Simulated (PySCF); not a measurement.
Compound: C₃H₃FN₂.
Geometry (PBE0-D3(BJ)/def2-SVP, Å), atoms numbered from 1 in this order:
```xyz
9
C3H3FN2 angstrom
F      2.2395    0.4807   -0.0412
C      0.9607    0.1446   -0.0228
C      0.4214   -1.1532   -0.1120
N     -0.9037   -1.1008   -0.0598
N     -1.1994    0.1846    0.0589
C     -0.1161    1.0004    0.0879
H      0.9461   -2.1020   -0.2102
H     -2.1697    0.4648    0.1160
H     -0.1788    2.0809    0.1831
```

Level of theory: core-valence-separated Tamm–Dancoff BHandHLYP/aug-pcX-1 (pcseg-1 on H) in PySCF, non-relativistic, gas phase, PBE0-D3(BJ)/def2-SVP geometry. BHandHLYP without relativity tends to put these K edges a few eV too low, so spacings mean more than positions.

Problem. Give energies, oscillator strengths and core holes at the F K edge.

Solution. 
```json
{"E (eV)": "686.29", "f": "0.0206", "core hole on": "F1", "main final orbital": "LUMO+2 (38 %)", "polarisation": "in plane"}
{"E (eV)": "687.36", "f": "0.0053", "core hole on": "F1", "main final orbital": "LUMO+1 (74 %)", "polarisation": "out of plane"}
{"E (eV)": "687.73", "f": "0.0122", "core hole on": "F1", "main final orbital": "LUMO (41 %)", "polarisation": "in plane"}
{"E (eV)": "688.20", "f": "0.0055", "core hole on": "F1", "main final orbital": "LUMO+3 (59 %)", "polarisation": "in plane"}
{"E (eV)": "688.30", "f": "0.0029", "core hole on": "F1", "main final orbital": "LUMO+5 (46 %)", "polarisation": "out of plane"}
{"E (eV)": "688.47", "f": "0.0089", "core hole on": "F1", "main final orbital": "LUMO (43 %)", "polarisation": "in plane"}
{"E (eV)": "688.86", "f": "0.0054", "core hole on": "F1", "main final orbital": "LUMO+9 (49 %)", "polarisation": "out of plane"}
```

The first line with a tenth or more of the strongest one's intensity is at 686.29 eV (f = 0.021), with the hole on F1 (aryl fluorine), polarised in plane. It is also the strongest listed.

Problem. What does the C 1s absorption edge look like?

Solution. 
| E (eV) | f | core hole on | main final orbital | polarisation |
| --- | --- | --- | --- | --- |
| 284.13 | 0.0557 | C3 | LUMO+1 (49 %) | out of plane |
| 284.39 | 0.0613 | C6 | LUMO+1 (67 %) | out of plane |
| 286.04 | 0.0700 | C2 | LUMO+11 (32 %) | out of plane |
| 286.65 | 0.0187 | C6 | LUMO (76 %) | in plane |
| 286.83 | 0.0172 | C3 | LUMO+3 (62 %) | in plane |
| 287.09 | 0.0061 | C3 | LUMO+1 (45 %) | out of plane |
| 287.46 | 0.0003 | C3 | LUMO (53 %) | – |
| 287.60 | 0.0358 | C2 | LUMO+2 (30 %) | in plane |
| 287.65 | 0.0056 | C3 | LUMO+2 (32 %) | in plane |
| 287.68 | 0.0035 | C6 | LUMO+2 (78 %) | in plane |
| 287.98 | 0.0053 | C2 | LUMO+1 (64 %) | out of plane |
| 288.18 | 0.0056 | C6 | LUMO+4 (36 %) | in plane |
| 288.26 | 0.0001 | C6 | LUMO+5 (74 %) | – |
| 288.28 | 0.0076 | C3 | LUMO+5 (65 %) | out of plane |
| 288.37 | 0.0019 | C3 | LUMO+6 (63 %) | in plane |

The first line with a tenth or more of the strongest one's intensity is at 284.13 eV (f = 0.056), with the hole on C3 (aromatic CH next to a ring nitrogen), polarised out of plane: a 1s→π* resonance. The strongest listed is at 286.04 eV (f = 0.070; C2, 1s→π*).

Problem. What does the N 1s absorption edge look like?

Solution. 
```tsv
E (eV)	f	core hole on	main final orbital	polarisation
397.76	0.0600	N4	LUMO+1 (74 %)	out of plane
400.22	0.0419	N5	LUMO+1 (88 %)	out of plane
401.51	0.0077	N4	LUMO (73 %)	in plane
401.67	0.0198	N5	LUMO (69 %)	in plane
402.42	0.0056	N4	LUMO+3 (50 %)	in plane
402.64	0.0012	N4	LUMO+5 (62 %)	out of plane
402.75	0.0089	N4	LUMO+2 (58 %)	in plane
402.89	0.0071	N4	LUMO+6 (32 %)	in plane
403.15	0.0013	N4	LUMO+4 (68 %)	in plane
403.55	0.0000	N4	LUMO+11 (76 %)	–
403.82	0.0141	N4	LUMO+7 (56 %)	in plane
```

The first line with a tenth or more of the strongest one's intensity is at 397.76 eV (f = 0.060), with the hole on N4 (pyridine-type nitrogen), polarised out of plane: a 1s→π* resonance. It is also the strongest listed.

Roots within 0.03 eV whose holes lie on the same, on equivalent or on shared atoms are summed into one line, and the highest roots are left out, as the search may have cut off their partners. Final orbitals are the ground state's empty Kohn–Sham orbitals. A dash: too weak, shared between unlike atoms, or no plane or axis to refer to.

Problem. What are the wavelength and the wavenumber of the 688.20 eV line?

Solution. λ = 12398.42 eV Å/688.20 eV = 18.016 Å; 5.5507 × 10⁶ cm⁻¹.

The ionisation thresholds weren't computed; near and above them a finite basis only mimics Rydberg series and continuum.
